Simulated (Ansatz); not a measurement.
A calculation with Ansatz (development build ahead of 0.2.0).

```yaml
crystal:
  periodic: [false, false, false]
  atoms:
    - { symbol: O, position_ang: [0.0, 0.0, -1.4345] }
    - { symbol: Si, position_ang: [0.0, 0.0, 0.0] }
    - { symbol: O, position_ang: [0.0, 0.0, 1.4345] }
basis:
  gaussian: { orbitals: def2-SVP }
magnetization:
  spin_polarized: true
hamiltonian:
  xc: hf
correlation:
  method: ccsd_t
  frozen_orbitals: { O: 1, Si: 5 }
```

The input is written out in the form of the current development build from the run's settings.

Results

```
Converged          : yes
Reference energy   : -438.40842 hartree
Correlation energy : -0.46638 hartree
Total energy       : -438.87480 hartree
Stability test     : minimum
```
